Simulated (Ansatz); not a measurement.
The same path of B2H2O (5 atoms, charge 0, multiplicity 1) was run twice with different band settings. Lost on the way: B1–O3, B1–H4. Made: O3–H4.

Theory: Ansatz 0.2.0, UKS PBE-D4/def2-SVP.

Relaxed end points:

```xyz
5
Properties=species:S:1:pos:R:3
B -0.722 -0.141 -0.356
B 0.636 0.484 0.170
O 0.204 -0.817 0.444
H -1.770 -0.550 -0.790
H 1.651 1.024 0.533
```

```xyz
5
Properties=species:S:1:pos:R:3
B -0.302 1.746 -0.870
B 0.109 0.297 -0.056
O -0.684 -0.812 -0.066
H -0.305 -1.550 0.446
H 1.182 0.319 0.547
```

Common settings: movable images 5; climbing image yes; spring 5.0 eV/Å²; optimiser quadratic models (default); start path through a guess of the saddle point; iteration limit 60; end points relaxed.

| run | force threshold |
| --- | --- |
| 1 | 0.05 eV/Å |
| 2 | 0.5 eV/Å |

Task: What does each run give, and how far can it be trusted?

Result: Run 1: converged after 16 iterations, highest image 4.002 eV above the first end. The profile has 2 maxima (images 2, 5) with wells between them (image 4): this band takes more than one step, which may be the mechanism or a detour left from its start path. Neighbouring images differ by up to 2.1 eV, so the band resolves the path poorly. A vibrational analysis at the climbing image gives one clearly imaginary mode, 829i cm⁻¹: a first-order saddle point.
Run 2: converged after 13 iterations, highest image 3.998 eV above the first end. The threshold of 0.5 eV/Å is loose, so the images may lie well off the minimum-energy path. The profile has 2 maxima (images 2, 5) with wells between them (image 4): this band takes more than one step, which may be the mechanism or a detour left from its start path. Neighbouring images differ by up to 2.1 eV, so the band resolves the path poorly. The order of the stationary point at the top wasn't checked.
